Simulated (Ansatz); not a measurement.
A nudged elastic band was laid between two geometries of FH + H4Si (7 atoms, charge 0, multiplicity 1).

These are results of RKS LDA/cc-pVDZ in Ansatz 0.2.0, not measurements.

```
movable images  : 9
climbing image  : yes
spring          : 5.0 eV/Å²
optimiser       : quadratic models (default)
start path      : through a guess of the saddle point
force threshold : 0.05 eV/Å
iteration limit : 60
end points      : relaxed
```

First end point:

```xyz
7
Properties=species:S:1:pos:R:3
Si 0.182 0.000 -0.074
H 0.142 0.000 1.450
H 1.646 0.000 -0.443
H -0.477 1.247 -0.591
H -0.477 -1.247 -0.591
F -2.310 0.000 1.225
H -1.471 0.000 1.665
```

Last end point:

```xyz
7
Properties=species:S:1:pos:R:3
Si -0.350 0.000 -0.620
H -0.178 0.000 3.087
H 0.982 0.000 0.085
H -0.521 1.243 -1.454
H -0.521 -1.243 -1.454
F -1.531 0.000 0.538
H -0.647 0.000 2.458
```

(1) What changes between the two ends?

(2) Give the energies along the band, and the barrier.

(3) What is the geometry of the highest image?

Results:

(1) Bonds broken: Si1–H2, F6–H7. Bonds formed: Si1–F6, H2–H7. FH + H4Si becomes FH3Si + H2.

(2) The forces met the threshold. The highest image is number 3 of 0 to 10, 20.0 kcal/mol above the first end and 36.5 kcal/mol above the last; the last end lies 16.5 kcal/mol below the first. A vibrational analysis at the climbing image gives 2 clearly imaginary modes (926i, 189i cm⁻¹): a point of higher order, so a lower path passes nearby. The orbitals stay closed-shell, which can raise the energy where a bond breaks towards radicals; this wasn't checked here.

| image | path coordinate (Å) | energy (kcal/mol) | Si1–H2 (Å) | F6–H7 (Å) | Si1–F6 (Å) |
| --- | --- | --- | --- | --- | --- |
| 0 | 0.00 | 0.0 | 1.52 | 0.95 | 2.81 |
| 1 | 0.36 | 2.4 | 1.54 | 0.96 | 2.49 |
| 2 | 0.73 | 11.1 | 1.61 | 1.02 | 2.17 |
| 3 | 1.09 | 20.0 | 1.75 | 1.23 | 1.92 |
| 4 | 1.45 | 11.6 | 1.95 | 1.50 | 1.76 |
| 5 | 1.80 | 0.4 | 2.22 | 1.70 | 1.69 |
| 6 | 2.15 | -8.0 | 2.49 | 1.84 | 1.67 |
| 7 | 2.50 | -13.2 | 2.78 | 1.96 | 1.66 |
| 8 | 2.85 | -15.6 | 3.12 | 2.06 | 1.65 |
| 9 | 3.20 | -16.3 | 3.45 | 2.11 | 1.65 |
| 10 | 3.55 | -16.5 | 3.71 | 2.11 | 1.65 |

(3) 
```xyz
7
Properties=species:S:1:pos:R:3:forces:R:3
Si -0.213 0.000 -0.049 0.01 0.00 0.01
H 0.081 0.000 1.679 -0.01 0.00 -0.01
H 1.313 0.000 -0.062 -0.01 0.00 0.00
H -0.576 1.288 -0.737 0.00 0.00 0.00
H -0.576 -1.288 -0.737 0.00 0.00 0.00
F -1.881 0.000 0.897 0.00 0.00 0.00
H -0.914 0.000 1.649 0.00 0.00 0.00
```

Run time: 53 s on 1 thread of Arm Neoverse V2, with other jobs on the host, peak memory 0.097 GiB.
